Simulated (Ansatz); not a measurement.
## TiN: experiment and calculation

**Experimental background.**

“Preparation of Metal Nitride Particles Using Arc Discharge in Liquid Nitrogen”, 2021, pmc:8472759 reports, for a powder of TiN: lattice constant a 4.2334 Å.

How close the calculation comes is told below.

Computed with DFT r2SCAN, scalar-relativistic, plane waves, PAW (Ansatz).

Plane waves to 500 eV, a k mesh through Γ of 18×18×18 on the computed 2-atom cell and Gaussian smearing (0.10 eV); no spin polarisation.

Relaxed structure, symmetry kept:

```cif
data_structure
_symmetry_space_group_name_H-M 'Fm-3m'
_symmetry_Int_Tables_number 225
_cell_length_a 4.2325
_cell_length_b 4.2325
_cell_length_c 4.2325
_cell_angle_alpha 90.000
_cell_angle_beta 90.000
_cell_angle_gamma 90.000
_cell_volume 75.82
loop_
_atom_site_label
_atom_site_type_symbol
_atom_site_symmetry_multiplicity
_atom_site_Wyckoff_symbol
_atom_site_fract_x
_atom_site_fract_y
_atom_site_fract_z
_atom_site_occupancy
Ti1 Ti 4 a 0.00000 0.00000 0.00000 1
N1 N 4 b 0.50000 0.00000 0.00000 1
```

| Quantity | Value |
| --- | --- |
| Space group | Fm-3m (No. 225) |
| Volume per atom | 9.48 Å³ |
| Formation energy from the elements' standard states (uncorrected) | -1.951 eV/atom |
| Generalised Kohn–Sham band gap | none (metal) |
| Density of states at the Fermi level | 0.82 states/eV per cell |
| Löwdin character within 0.5 eV of the Fermi level | Ti 3d 85 %, N 2p 12 % |
| Bulk modulus | 296 GPa |
| Its pressure derivative | 4.2 |
| Bader charges (e) | Ti (1 in the cell) 1.83, N (1 in the cell) -1.83 |

Spin polarisation was left out, and a magnetic state may lie lower.

A ferromagnetic start lost its moments in a first run, so spin was left out; other magnetic orders weren't tried.

Against the measured lattice constant a of TiN, 4.2334 Å (powder; the paper above), the calculated 4.232 Å is off by 0.0 %. 2 values of this kind are on record (4.2334 to 4.242 Å); this one was drawn at random. The calculation is for 0 K without zero-point motion. The calculated magnetic order may not be the real one, and cell, gap and energy hang on it, so these differences aren't the functional's alone.

Cost: 6 runs of about 1.3 core-minutes in all, on Arm Neoverse V2 (shared hosts).